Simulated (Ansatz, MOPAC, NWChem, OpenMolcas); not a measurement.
How methods differ on CH2AlN (SMILES N#[C][AlH2])

CH2AlN, singlet, SMILES `N#[C][AlH2]`. Each level relaxes the structure for itself.

Each level gives the highest harmonic wavenumber at each level's own minimum (cm⁻¹). The values are calculated.

```json
{"level": "AM1", "kind": "semi-empirical", "program": "MOPAC", "value (cm⁻¹)": "2476"}
{"level": "MNDO", "kind": "semi-empirical", "program": "MOPAC", "value (cm⁻¹)": "2456"}
{"level": "PM6", "kind": "semi-empirical", "program": "MOPAC", "value (cm⁻¹)": "2629"}
{"level": "PM6-D3H4", "kind": "semi-empirical", "program": "MOPAC", "value (cm⁻¹)": "2628"}
{"level": "HF/6-31G* (spherical functions)", "kind": "Hartree–Fock", "program": "NWChem", "value (cm⁻¹)": "2535"}
{"level": "B3LYP/6-31G* (spherical functions)", "kind": "global hybrid", "program": "NWChem", "value (cm⁻¹)": "2293"}
{"level": "PBE0-D4/def2-TZVP", "kind": "global hybrid", "program": "Ansatz", "value (cm⁻¹)": "2310"}
{"level": "B3LYP/6-31G* (Cartesian functions)", "kind": "global hybrid", "program": "OpenMolcas", "value (cm⁻¹)": "2297"}
{"level": "PBE0/def2-SVP", "kind": "global hybrid", "program": "OpenMolcas", "value (cm⁻¹)": "2331"}
```

Harmonic and unscaled. The values span 2293 to 2629 cm⁻¹.
